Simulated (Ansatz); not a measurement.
`[AlH2][BH]Cl` + H₂ → `BCl` + `[AlH3]` at 500 K and 1 bar (hydrogenolysis of a B–Al bond).

Computed with Ansatz on PBE0-D4/def2-TZVP structures; ΔE is electronic, products minus reactants. CCSD(T)/CBS adds triple-zeta CCSD(T) − MP2 to the extrapolated MP2 energy (def2 sets, frozen cores). This one scheme is used for every species.

| species | CCSD(T)/CBS energy (Eh) | H − E (kJ/mol) | S (J/(mol·K)) |
| --- | --- | --- | --- |
| `[AlH2][BH]Cl` | -728.37691 | 102.2 | 350.1 |
| H₂ | -1.17544 | 41.0 | 145.5 |
| `BCl` | -485.78909 | 75.1 | 258.0 |
| `[AlH3]` | -243.78045 | 68.7 | 232.2 |

H − E and S are ideal-gas, rigid-rotor, harmonic terms from PBE0-D4/def2-TZVP. The MP2-based limit puts H₂ 0.8 mEh under its directly extrapolated value; such offsets cancel only in part. 1 Eh = 2625.50 kJ/mol, R = 8.31446 J/(mol·K).

**Question.** By hand: ΔE, ΔH, ΔS and ΔG.

**Answer.** ΔE = (-485.78909) + (-243.78045) − (-728.37691) − (-1.17544) = -0.01719 Eh = -45.1 kJ/mol. Δ(H − E) = 75.1 + 68.7 − 102.2 − 41.0 = 0.6, so ΔH = -44.5 kJ/mol. ΔS = 258.0 + 232.2 − 350.1 − 145.5 = -5.4 J/(mol·K). ΔG = -44.5 − 500 × (-5.4)/1000 = -41.8 kJ/mol.

**Question.** By hand: the equilibrium constant, and the temperature at which ΔG would vanish if ΔH and ΔS stayed fixed.

**Answer.** log₁₀ K = −ΔG/(RT ln 10) = 4.4. ΔG = 0 at ΔH/ΔS = 8241 K, far beyond where these terms or the molecules hold.

The number of gas molecules stays the same, so ΔS is small and ΔH decides. A doubt of 5 kJ/mol in ΔE shifts log₁₀ K by 0.5 here. These are equilibria of isolated gas molecules and say nothing of rates. Largest T1 diagnostic: 0.013 (customary marks: 0.02 for closed shells, 0.045 for open ones).
